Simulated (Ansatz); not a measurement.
From input file to script: CH2O, SMILES C=O in Ansatz 0.2.0.

```yaml
crystal:
  periodic: [false, false, false]
  atoms:
    - { symbol: C, position_ang: [0.00424, -1.0e-05, -0.0023] }
    - { symbol: O, position_ang: [0.69206, 0.54547, 0.80385] }
    - { symbol: H, position_ang: [-0.54567, 0.54659, -0.78689] }
    - { symbol: H, position_ang: [-0.15063, -1.09205, -0.01466] }
basis:
  gaussian:
    orbitals: cc-pVDZ
correlation:
  method: sc_nevpt2
  active_space:
    window:
      electrons: 4
      orbitals: 4
```

The script, `ch2o_cas.py`:
```python
import ansatz as az

geometry_ang = [
    ("C", (0.00424, -1e-05, -0.0023)),
    ("O", (0.69206, 0.54547, 0.80385)),
    ("H", (-0.54567, 0.54659, -0.78689)),
    ("H", (-0.15063, -1.09205, -0.01466)),
]
geometry = az.Crystal.molecule()
for symbol, xyz in geometry_ang:
    geometry = geometry.atom(symbol, xyz)

calc = (
    geometry.calculation()
    .basis(gaussian="cc-pVDZ")
    .correlation(active_electrons=4, active_orbitals=4)
)
for method in ["sc_nevpt2"]:
    report = (calc if method is None else calc.correlation(method)).run().report
    space = report["configurations"]
    state = space["states"][0]
    print(method or "casscf", f"total {report['free_energy_ev'] / 27.211386246:.6f} Ha, active-space state {state['energy']['hartree']:.6f} Ha, mean field {report['reference_energy_ev'] / 27.211386246:.6f} Ha")
    print("  determinants", state["n_determinants"], " natural occupations", [round(n, 3) for n in space["natural_occupations"]])
```

```console
$ python ch2o_cas.py
sc_nevpt2 total -114.181660 Ha, active-space state -113.948166 Ha, mean field -113.876945 Ha
  determinants 36  natural occupations [1.981, 1.935, 0.065, 0.019]
```

Reading the output:
- The settings weren't tested for convergence.
- The geometry is a force-field or estimated start, not a minimum of this method, and the basis set is short of its limit. The active space starts as a window about the frontier orbitals and is then optimised, not chosen by chemistry.
- Timing: 0.6 s on 1 thread of Intel(R) Xeon(R) 6975P-C (Granite Rapids), with other jobs on the host, peak memory 0.14 GiB.

(Lines on the test bed's own set-up are left out of the output.)
